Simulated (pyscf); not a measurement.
H₂O (SMILES O) + HO–Ti(OH)(OH)–F (SMILES [OH][Ti]([OH])([OH])[F]) → HO–Ti(OH)(OH)–OH (SMILES [OH][Ti]([OH])([OH])[OH]) + HF (SMILES F), a four-centre exchange (singlet surface; H–O, F–Ti broken, O–Ti, F–H formed). Single points on ωB97X-D3(BJ)/def2-SVP structures (PySCF, gas phase). Energies in kcal/mol from the separated reactants.

Small-basis levels: PySCF, no dispersion term, spherical d functions. AM1 to PM7: differences of heats of formation from MOPAC, which are fitted to 298 K values and so differ in kind from electronic energies by zero-point and thermal terms. GFN2-xTB: tblite. Cost: rough CPU time at the saddle relative to B3LYP/6-31G*+LANL2DZ, from one job on a shared machine.

```
level                    barrier  reaction energy        cost
-----------------------  -------  ---------------  ----------
HF/3-21G                    -3.7            +15.0        0.07
HF/6-31G*+LANL2DZ           18.1            +18.5         0.1
MP2/6-31G*+LANL2DZ           7.2            +18.5         0.1
PBE/6-31G*+LANL2DZ           2.3            +20.1           1
M06-2X/6-31G*+LANL2DZ       -0.2            +15.8           2
B3LYP/6-311+G**+LANL2DZ      [?]            +11.7           2
B3LYP/def2-SVP               [?]            +15.4           1
GFN2-xTB                     7.0            +43.3  under 0.02
PM7                         46.7            +16.4  under 0.02
ωB97M-D3(BJ)/def2-TZVP       [?]            +13.2           –
```

Task: Complete the blanks.

Result: 
- B3LYP/6-311+G**+LANL2DZ, barrier: 10.0
- B3LYP/def2-SVP, barrier: 2.9
- ωB97M-D3(BJ)/def2-TZVP, barrier: 7.8

Against the last row the barrier runs from -11.5 (HF/3-21G) to +38.9 kcal/mol (PM7). ωB97M-D3(BJ)/def2-TZVP has limits of its own. On the reactant side the descent ends in an adduct with a O–Ti contact, 12.1 kcal/mol under the separated species and 19.0 kcal/mol under the saddle at ωB97X-D3(BJ)/def2-TZVP. On the product side the descent ends in a bound adduct, 10.8 kcal/mol under the separated species and 4.7 kcal/mol under the saddle at ωB97X-D3(BJ)/def2-TZVP. At ωB97M-D3(BJ) the saddle lies under the separated products, which points to a path from their complex (located at ωB97X-D3(BJ) alone), and parting the products costs more than the saddle. What is counted as formed (O–Ti) is already present as a longer contact in the reactant adduct; forming that adduct is a step of its own. One saddle was located; it need not be the lowest between these sides.
